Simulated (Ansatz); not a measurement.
C4H6O can be A, `C#COCC`, or B, `C=C=COC`.

Calculated with Ansatz (gas phase, PBE0-D4/def2-TZVP geometries, no zero-point term in ΔE). CCSD(T)/CBS adds triple-zeta CCSD(T) − MP2 to the extrapolated MP2 energy (def2 sets, frozen cores). Functionals use def2-TZVPP. B3LYP here is the variant with VWN-RPA as its local correlation; programs differ in this. One conformer a species, not always the lowest.

Which is lower in electronic energy at CCSD(T)/CBS, and by how much? (An estimate is asked.)

Computed: B, by 5.5 kcal/mol.

Give E(B) − E(A) in kcal/mol with B2PLYP, CCSD/def2-TZVPP, PBE-D4, r2SCAN-D4, MP2/def2-TZVPP, ωB97M-V, B3LYP-D4. (Best estimate.)

Computed: B2PLYP -5.9, CCSD/def2-TZVPP -5.2, PBE-D4 -9.6, r2SCAN-D4 -8.7, MP2/def2-TZVPP -2.9, ωB97M-V -6.2, B3LYP-D4 -8.3. None reverses the order clearly.

Largest T1 diagnostic: 0.013.

From PBE to PBE0 (25 % exact exchange), in def2-TZVPP and without D4, E(B) − E(A) moves by +1.7 kcal/mol.
